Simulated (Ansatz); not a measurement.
Saddle point of CH10Si2, closed shell (CH₆Si ([CH3][SiH3]) + SiH₄ → CH₈Si₂ ([CH3][SiH2][SiH3]) + H₂; bonds formed: Si1–Si7, H2–H6; bonds broken: Si1–H2, H6–Si7), PBE0-D4/def2-TZVP structure:

```csv
atom,x (Å),y (Å),z (Å)
Si1,-0.5620,-0.0633,0.4137
H2,0.1892,-1.6166,0.4497
H3,-1.8787,-0.7392,0.3229
H4,-0.8175,1.3533,-0.1048
C5,0.2610,0.3168,2.0445
H6,0.2923,-1.0635,-0.5397
Si7,0.2430,0.0095,-2.0791
H8,0.2338,-0.5311,2.7304
H9,1.3071,0.5877,1.8723
H10,-0.2324,1.1842,2.4953
H11,1.1926,1.1508,-2.0045
H12,0.8277,-1.0477,-2.9595
H13,-1.0561,0.4591,-2.6411
```

Energies are electronic, without zero-point energy. Barriers and step energies count from the start structure reached by relaxing down the imaginary mode; all methods use the PBE0-D4 structures, on which another method's saddle can fall below an end. Computed with Ansatz 0.2.0 (basis: def2-TZVPP, with def2-QZVPP for the basis limit); correlated methods freeze the cores. B3LYP uses VWN-RPA correlation. Extrapolation: Hartree–Fock as exp(−7.88 √X), correlation as X^−2.97.

| method | barrier (kcal/mol) | step energy (kcal/mol) |
| --- | --- | --- |
| SPW92 | 54.29 | 3.27 |
| PBE-D4 | ? | 2.01 |
| BLYP-D4 | 68.90 | 4.69 |
| r2SCAN-D4 | ? | 4.10 |
| B97M-V | 66.87 | 5.09 |
| PBE0-D4 | 66.60 | 3.42 |
| B3LYP-D4 | 72.65 | 5.74 |
| r2SCAN0-D4 | 70.13 | 4.96 |
| BHLYP-D4 | 79.13 | 7.50 |
| CAM-B3LYP-D4 | 76.23 | 7.27 |
| wB97X-V | 75.49 | 5.86 |
| wB97M-V | 73.99 | 6.70 |
| B2PLYP | 76.11 | 6.90 |
| PBE-QIDH | ? | 5.29 |
| RPA on PBE | 76.51 | 7.02 |
| HF | 95.56 | 11.94 |
| MP2 | 76.43 | 6.11 |
| CCSD | 79.17 | 7.25 |
| CCSD(T) | 76.18 | 6.20 |

Fill in the withheld barriers. (An estimate is asked for; the value comes from the calculation.)

By the calculation: PBE-QIDH 72.85; r2SCAN-D4 66.55; PBE-D4 61.27 kcal/mol. Each is the energy of the saddle less that of the start structure, by the same method.

For comparison, the barrier by CCSD(T) at an estimated basis limit (MP2 extrapolated from triple and quadruple zeta, plus CCSD(T) − MP2 in triple zeta) is 74.49 kcal/mol.

T1 diagnostic: at most 0.013.

Labels in which every atom is bracketed show which atoms are joined, not bond orders.

For scale, one of the runs: CCSD(T)/def2-TZVPP, 255 basis functions, launched by `ansatz run in.yaml --threads 4 --pin off --events-out ev --progress --plain --max-ram 9574MiB`. Time: 110 s of wall clock on 4 CPU threads of an Intel Xeon; the host was shared. Peak host memory: 5.3 GiB.
